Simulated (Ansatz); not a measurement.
Species: C4H7, net charge 0, doublet state. It need not be the lowest isomer of its formula. SMILES: [CH2]C(=C)C
Structure (B3LYP-D3(BJ)/def2-TZVP (Ansatz, a program for electronic structure) minimum search):
```xyz
11

C      0.2258     0.1355     1.4075
C      0.0074     0.0796     0.0451
H      0.3812     1.0824     1.9077
H      0.2473    -0.7595     2.0139
C     -0.0284     1.2303    -0.7280
H      0.1213     2.2049    -0.2831
H     -0.2068     1.1890    -1.7940
C     -0.1820    -1.2614    -0.6281
H     -0.3684    -2.0499     0.1004
H     -1.0204    -1.2357    -1.3259
H      0.7092    -1.5350    -1.1977
```
Charge 0, spin multiplicity 2.

Parts of the frozen-core correlation energy in STO-3G (Ansatz, hartree). Frozen orbitals: 4; correlated occupied orbitals by spin: 12 and 11; virtual: 11 and 12. UHF or UKS for open shells. No spin-orbit coupling. No relativistic terms.

| term | value |
|---|---|
| reference (HF) | -153.63581 |
| MP2 opposite-spin | ? |
| MP2 same-spin | ? |
| CCSD correlation | -0.25388 |
| (T) | ? |
| T1 diagnostic | 0.030 |
| largest doubles amplitude | 0.185 |
| <S^2> of the reference | 1.068 |

Q: Complete the blanks.

A: 
- MP2 opposite-spin, value: -0.15427
- MP2 same-spin, value: -0.02350
- (T), value: -0.00235
